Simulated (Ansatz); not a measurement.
## One structure, 3 elements: Ga2C, Ga2Si, Ga2Sn

Plane-wave DFT in Ansatz with scalar-relativistic PAW potentials, cutoff 420 eV, Γ-centred meshes chosen by cell and gap, Gaussian smearing with energies taken to zero width. Every cell was relaxed (cell and atoms) in a run of its own, within the symmetry of its start. Functional: PBE.

All members share space group P6/mmm and the same sites; only the element on one set of sites changes (C, Si, Sn). Members needn't be the stable form of their composition. Energies over the elements, where given, are against the elements' standard states in the same functional (H₂, N₂, O₂ and halogens uncorrected, Hg as a solid). The first member:

Space group P6/mmm (No. 191). a = 4.397 Å, b = 4.397 Å, c = 2.694 Å, α = 90.00°, β = 90.00°, γ = 120.00°
| atom | site | symmetry | x | y | z |
| --- | --- | --- | --- | --- | --- |
| Ga | 2d | -6m2 | 0.3333 | 0.6667 | 0.5000 |
| C | 1a | 6/mmm | 0.0000 | 0.0000 | 0.0000 |

**Question.** How do size, gap and binding change down the group?

**Answer.**
```csv
compound,V (Å³/atom),a (Å),c (Å),energy over elements (eV/atom)
Ga2C,15.04,4.397,2.694,1.716
Ga2Si,17.83,4.796,2.685,0.301
Ga2Sn,22.40,4.965,3.148,0.071
```

Over the series the volume grows at each step down the group; all are metallic on the mesh; none is bound against its elements in this structure, and Sn comes closest.